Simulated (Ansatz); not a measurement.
Calculated with Ansatz (gas phase, PBE0-D4/def2-TZVP geometries, no zero-point term in ΔE). CCSD(T)/CBS adds triple-zeta CCSD(T) − MP2 to the extrapolated MP2 energy (def2 sets, frozen cores). This one scheme is used for every species. DFT in def2-TZVPP. B3LYP here is the variant with VWN-RPA as its local correlation; programs differ in this. Each species was taken in one conformer, which may not be the lowest.

`C=C(C)C(O)=S` + H₂ → propene + `OC=S`  (hydrogenolysis of a C–C bond)

`C=C(C)C(O)=S`:

Z-matrix (Å, degrees):
```
C
C 1 1.493
H 1 1.092 2 110.9
H 1 1.090 2 110.3 3 -120.9
H 1 1.092 2 110.9 3 118.1
C 2 1.471 1 117.8 3 -59.1
C 2 1.336 1 122.6 3 120.9
O 6 1.334 2 113.8 1 180.0
S 6 1.634 2 124.6 1 -0.0
H 7 1.082 2 121.7 1 180.0
H 7 1.084 2 120.6 1 -0.0
H 8 0.968 6 106.4 2 180.0
```

H₂:

```xyz
2

H     0.321   -0.062    0.180
H    -0.321    0.062   -0.180
```

`C=CC`:

```xyz
9

C     1.299    0.308    0.370
C     0.142   -0.337    0.403
C    -1.024   -0.051   -0.479
H     1.476    1.118   -0.332
H     2.111    0.052    1.040
H     0.012   -1.142    1.124
H    -1.298   -0.933   -1.066
H    -1.906    0.218    0.111
H    -0.811    0.767   -1.170
```

`OC=S`:

Z-matrix (Å, degrees):
```
C
O 1 1.332
S 1 1.605 2 123.8
H 1 1.094 2 113.9 3 180.0
H 2 0.965 1 110.0 3 -180.0
```

CCSD(T)/CBS gives +1.6 kcal/mol.

(1) Another level gave +1.2 kcal/mol. Which?
A. B3LYP/def2-TZVPP
B. PBE-D4/def2-TZVPP
C. MP2/def2-TZVPP
D. CCSD(T)/def2-TZVPP

Largest T1 diagnostic among the species: 0.018.

## Answers

(1) D. CCSD(T)/def2-TZVPP 1.2, PBE-D4 2.8, MP2/def2-TZVPP 3.8, B3LYP -2.7 kcal/mol.

The D4 term adds +4.0 kcal/mol with B3LYP and +2.2 kcal/mol with PBE0; it sums over pairs of atoms, weighted by their polarisabilities, and B3LYP, whose exchange is more repulsive, gets the larger term. In def2-TZVPP, CCSD(T) changes the Hartree–Fock value by +7.1 kcal/mol (the triples alone add +2.0 kcal/mol) and MP2 by +9.7 kcal/mol.
